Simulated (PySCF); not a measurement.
BClFH.
Z-matrix (Å and degrees, PBE0-D3(BJ)/def2-SVP geometry), rows numbered from 1:
```
F 
B   1  1.3104
Cl  2  1.7440  1  118.68
H   2  1.2017  1  120.04  3   180.00
```

The species is `FBCl` (BClFH).

Computed at PBE0/pcSseg-1 (PySCF, non-relativistic), with Q(11B) = 0.04059 b, Q(35Cl) = −0.0817 b: B2, 11B (I = 3/2): χzz = 3.748 MHz, η = 0.576; Cl3, 35Cl (I = 3/2): χzz = -38.97 MHz, η = 0.667.

(1) Find the zero-field quadrupole resonance frequencies of 11B at B2.

(2) Where would the pure quadrupole (NQR) lines of 35Cl at Cl3 fall for the rigid, isolated species?

Results:

(1) From ν = (|χ|/2)√(1 + η²/3): ν = 1.975 MHz (three-coordinate boron).

(2) From ν = (|χ|/2)√(1 + η²/3): ν = 20.88 MHz (chlorine bonded to B). For 37Cl the ratio of quadrupole moments, 0.7881, gives 16.45 MHz.

In a crystal, neighbours and librations shift these lines. The basis is small and wasn't made for field gradients, so the couplings can be 20 % off.

The run behind these numbers computed NMR shieldings as well. Hardware: an Arm Neoverse V1 with one thread, no GPU, on a shared host. Cost: 2.3 s of wall time.
